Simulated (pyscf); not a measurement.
HB=N–SiH₃ + hydrogen (H₂) → HB=NH + silane (SiH₄), a four-centre exchange (singlet surface; N–Si, H–H broken, H–N, H–Si formed). PySCF, gas phase, ωB97X-D3(BJ)/def2-SVP geometries. Energies in kJ/mol from the separated reactants.

Small-basis levels: PySCF, no dispersion term, spherical d functions. AM1 to PM7: differences of heats of formation from MOPAC, which are fitted to 298 K values and so differ in kind from electronic energies by zero-point and thermal terms. GFN2-xTB: tblite. Cost: rough CPU time at the saddle relative to B3LYP/6-31G*, from one job on a shared machine.

```
level                   barrier  reaction energy        cost
----------------------  -------  ---------------  ----------
HF/6-31G*                 358.8            +55.5        0.08
SVWN5/6-31G*              224.1            +57.5         0.9
PBE/6-31G*                260.0            +57.0           2
B3LYP/STO-3G              397.7            +73.0         0.6
B3LYP/3-21G               306.8            +51.7         0.7
B3LYP/LANL2DZ             311.1            +24.8         0.7
B3LYP/6-31G*              295.4            +60.1           1
PBE/def2-SVP              239.6            +40.7           2
B3LYP/def2-SVP            274.4            +43.5           1
GFN2-xTB                  213.3            +26.4  under 0.02
AM1                       384.9           +114.3  under 0.02
PM3                       460.0           +150.4  under 0.02
ωB97M-D3(BJ)/def2-TZVP    277.1            +56.2           –
```

Against the last row the barrier runs from -63.8 (GFN2-xTB) to +182.9 kJ/mol (PM3). ωB97M-D3(BJ)/def2-TZVP has limits of its own. This is the saddle that the search found; another between the same sides may lie lower.
